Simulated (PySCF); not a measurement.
H3N. Atoms are numbered in the order given.

```xyz
4

N      0.0000     0.0000     0.1179
H     -0.8179    -0.4722    -0.2751
H      0.0000     0.9445    -0.2751
H      0.8179    -0.4722    -0.2751
```
Charge 0, spin multiplicity 1.

Geometry optimised at PBE-D3(BJ)/def2-TZVPD.

Lowest vertical singlet excitation by several levels in PySCF, with rough processor times relative to the cheapest run on one machine. Each run also gave further roots (ADC and EOM-CCSD ionised and attached states too); roots are paired by order and the bases differ. EOM-CCSD serves as a yardstick, not as the true value; all levels that ended soundly for this molecule are listed, with differences from unrounded values.

| level | relative cost |
|---|---|
| TDDFT-PBE/def2-TZVPD | 1 |
| TDDFT-LC-ωPBE/def2-TZVPD | 2 |
| EOM-CCSD/aug-cc-pVDZ | 2 |
| TDDFT-M06-2X/def2-TZVPD | 8 |
| ADC(3)/aug-cc-pVDZ | 10 |

Computed S1 at each level and its distance from EOM-CCSD:
| level | S1 (eV) | S1 minus EOM-CCSD (eV) |
|---|---|---|
| TDDFT-PBE/def2-TZVPD | 5.95 | -0.50 |
| TDDFT-LC-ωPBE/def2-TZVPD | 6.96 | 0.51 |
| EOM-CCSD/aug-cc-pVDZ | 6.45 | 0.00 |
| TDDFT-M06-2X/def2-TZVPD | 6.69 | 0.24 |
| ADC(3)/aug-cc-pVDZ | 6.58 | 0.13 |
